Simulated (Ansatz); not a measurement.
Basis-set extrapolation for C2H2S2, SMILES `C#CSS` (PBE0-D4/def2-TZVP geometry, frozen core, Ansatz 0.2.0). Multiplicity 1, RHF reference.

```json
{"": "HF", "def2-TZVPP": "-871.938619", "def2-QZVPP": "-871.964242"}
{"": "MP2 correlation", "def2-TZVPP": "-0.648428", "def2-QZVPP": "-0.699837"}
{"": "CCSD(T) correlation", "def2-TZVPP": "-0.719639", "def2-QZVPP": "not run"}
```

Energies in hartree. Use E(X) = E(∞) + A·exp(−7.88·√X) for Hartree–Fock and E(X) = E(∞) + B·X^(−2.97) for correlation, with X = 3 and 4, and add CCSD(T) minus MP2 of the smaller set to the MP2 limit.

What is the CCSD(T) energy at the basis-set limit?

HF limit: -871.964242 + (-0.025623) × 0.13774 = -871.96777. MP2 limit: -0.699837 + (-0.051409) × 0.74074 = -0.73792. Higher-order term: -0.719639 − (-0.648428) = -0.07121. Total: -872.77690 hartree, 74.4 kcal/mol below CCSD(T)/def2-TZVPP.
